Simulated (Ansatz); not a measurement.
`[MgH][O][SiH3]`. The species carries charge 0 and has multiplicity 1. Correlated methods include outer-core shells of Mg, which these sets cover unevenly.

```xyz
7

Mg   -0.778   -2.014    0.398
O    -0.143   -0.367    0.073
Si    0.428    1.110   -0.219
H    -1.374   -3.563    0.702
H     1.825    1.266    0.286
H     0.447    1.410   -1.682
H    -0.405    2.159    0.441
```

Give the diagnostics of a CCSD(T)/def2-TZVPP run (frozen core, Ansatz 0.2.0). (Best estimate.)

The calculation gave: T1 = 0.0107, largest single amplitude 0.012, largest double 0.041, (T) share of the correlation energy 2.4 %, 9 CCSD cycles. The RHF solution is stable towards an unrestricted one. T1 lies under the customary mark of 0.02 for closed shells.
